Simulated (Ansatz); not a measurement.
# C2H6N2: the cost of one run

Method: RKS PBE0-D4/def2-SVP, in Ansatz 0.2.0.

## 1. The structure to begin with

Bond lengths: N1–C2 1.251 Å, C2–C3 1.485 Å, C3–N4 1.548 Å, N1–H5 1.086 Å, C2–H6 1.092 Å, C3–H7 1.115 Å, C3–H8 1.083 Å, N4–H9 1.057 Å, N4–H10 1.010 Å. Angles: N1–C2–C3 120.4°, N1–C2–H6 122.3°, C3–C2–H6 117.3°, C2–N1–H5 109.2°, C2–C3–N4 112.7°, C2–C3–H7 111.1°, C2–C3–H8 112.4°, N4–C3–H7 106.3°, N4–C3–H8 106.4°, H7–C3–H8 107.6°, C3–N4–H9 101.5°, C3–N4–H10 101.1°, H9–N4–H10 102.6°.

As a file:

```xyz
10

N    -0.9425    0.9399   -0.7074
C    -0.9127   -0.0727    0.0274
C     0.3849   -0.6571    0.4507
N     1.6009    0.1405   -0.0806
H    -1.9758    1.2031   -0.9109
H    -1.8213   -0.5670    0.3765
H     0.4782   -0.6653    1.5617
H     0.5113   -1.6748    0.1034
H     1.3714    1.1178    0.2489
H     1.3888    0.1845   -1.0666
```

## 2. End point A

Input file input.yaml:

```yaml
crystal:
  periodic: [false, false, false]
  atoms:
    - { symbol: "N", position_ang: [-0.9425, 0.9399, -0.7074] }
    - { symbol: C, position_ang: [-0.9127, -0.0727, 0.0274] }
    - { symbol: C, position_ang: [0.3849, -0.6571, 0.4507] }
    - { symbol: "N", position_ang: [1.6009, 0.1405, -0.0806] }
    - { symbol: H, position_ang: [-1.9758, 1.2031, -0.9109] }
    - { symbol: H, position_ang: [-1.8213, -0.567, 0.3765] }
    - { symbol: H, position_ang: [0.4782, -0.6653, 1.5617] }
    - { symbol: H, position_ang: [0.5113, -1.6748, 0.1034] }
    - { symbol: H, position_ang: [1.3714, 1.1178, 0.2489] }
    - { symbol: H, position_ang: [1.3888, 0.1845, -1.0666] }
basis:
  gaussian: { orbitals: def2-SVP }
hamiltonian:
  xc: pbe0
  dispersion: d4
relax:
  f_tol: 0.015
  max_steps: 40
output:
  orbitals: {}
```

Launch:

```bash
> ansatz run input.yaml --threads 1 --pin off --max-ram 2048MiB --backend cpu --events-out ev --progress --plain --runs-dir out
```

Q: Estimate wall time and peak memory on 1 thread of Intel Xeon at 2.70GHz, shared host.

About 26 s, with a peak of 0.17 GiB.
